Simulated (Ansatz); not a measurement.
# SiH₃ (doublet): from Hartree-Fock to the top rungs at distance H1–H2 along a hydrogen transfer = 1.005 Å, 6-31G

Aim: climb from Hartree-Fock through coupled cluster and multireference methods for SiH₃ (doublet) at one geometry and basis, and see what each rung misses.

Method: 6-31G, core rule «outside noble gas», up to 5 orbitals frozen; program: Ansatz 0.2.0, Gaussian basis.

The runs, in order: UHF; CCSD(T) on ROHF; CCSD(T) on UHF; BCCD(T) on ROHF; CISD; CCSDT(Q) on ROHF; CCSDT(Q) on UHF; CISDTQ; CCSDTQ on ROHF; CCSDTQ on UHF; CASSCF and MRCISD+Q, 3 electrons in 3 orbitals; CASSCF and NEVPT2, 3 electrons in 3 orbitals; CASSCF and MRCISD+Q, 7 electrons in 7 orbitals; CASSCF and NEVPT4(SD), 7 electrons in 7 orbitals; CASSCF and NEVPT2, 7 electrons in 7 orbitals; Full CI.

8 further runs of the same task are left out: 1 for a mislabelled method, 6 that didn't finish, 1 set aside as unsound or not needed.

### Step 1. The geometry

The geometry derives from fragments relaxed apart (PBE0/def2-TZVP) and kept rigid, so it is no stationary point. A hydrogen atom is moved between rigid fragments.

4 atoms, charge 0, spin multiplicity 2.

Atoms are counted from 1 here; the program's logs count them from 0.

Bond lengths: Si3–H4 1.532 Å.

### Step 2. UHF

in.yaml reads:

```yaml
crystal:
  periodic: [false, false, false]
  atoms:
    - {symbol: H, position_ang: [-2.656485, 0.047936, 0.000000]}
    - {symbol: H, position_ang: [-1.651485, 0.047936, 0.000000]}
    - {symbol: Si, position_ang: [0.135515, 0.047936, 0.000000]}
    - {symbol: H, position_ang: [0.531949, -1.431577, 0.000000]}
basis:
  gaussian: {orbitals: 6-31G}
magnetization: {spin_polarized: true, initial_magnetization: 1}
hamiltonian: {xc: hf}
output: {orbitals: {seedname: orbitals}}
```

Started as:

```
ansatz run in.yaml --threads 1 --pin off --events-out ev --progress --plain --max-ram 2393MiB
```

The runs that follow: CCSD(T) on ROHF; CCSD(T) on UHF; BCCD(T) on ROHF; CISD; CCSDT(Q) on ROHF; CCSDT(Q) on UHF; CISDTQ; CCSDTQ on ROHF; CCSDTQ on UHF; CASSCF and MRCISD+Q, 3 electrons in 3 orbitals; CASSCF and NEVPT2, 3 electrons in 3 orbitals; CASSCF and MRCISD+Q, 7 electrons in 7 orbitals; CASSCF and NEVPT4(SD), 7 electrons in 7 orbitals; CASSCF and NEVPT2, 7 electrons in 7 orbitals; Full CI.

Before running them: what should the planned runs give, taken together? Wanted: FCI below the RHF energy; RMP2 from FCI; UMP2 from FCI; RCCSD from FCI; RCCSD(T) from FCI; UCCSD(T) from FCI; RCCSDT(Q) from FCI; UCCSDT(Q) from FCI; NEVPT2 pair from FCI.

The runs gave:

| quantity | value |
| --- | --- |
| FCI below the RHF energy | -2.2925 eV |
| RMP2 from FCI | +771.5 meV |
| UMP2 from FCI | +860.8 meV |
| RCCSD from FCI | +38.2 meV |
| RCCSD(T) from FCI | +13.6 meV |
| UCCSD(T) from FCI | +18.3 meV |
| RCCSDT(Q) from FCI | +0.5 meV |
| UCCSDT(Q) from FCI | +0.3 meV |
| NEVPT2 pair from FCI | +568.2 meV |
| MRCISD+Q pair from FCI | -19.5 meV |
| NEVPT2 valence from FCI | +183.1 meV |
| levels within 1 kcal/mol (43 meV) | RCCSD, RCCSD(T), UCCSD(T), BCCD(T), RCCSDT, UCCSDT, CISDTQ, RCCSDT(Q), UCCSDT(Q), RCCSDTQ, UCCSDTQ, MRCISD+Q pair, NEVPT4(SD) valence, MRCISD valence, MRCISD+Q valence |
| T1 diagnostic | 0.023 |
| effectively unpaired electrons | 1.10 |

What this shows: RCCSD(T) lands +13.6 meV from the yardstick (0.6 % of the correlation energy). MRCISD+Q pair falls below full CI: the +Q correction isn't variational, and the cores differ from full CI's. One determinant dominates. Of the multireference levels listed MRCISD+Q valence comes nearest in total energy (+10.1 meV), which doesn't show that its space is the better one. These misses are within one basis, not against nature; the frozen cores of restricted and unrestricted runs differ, which can shift their rows.
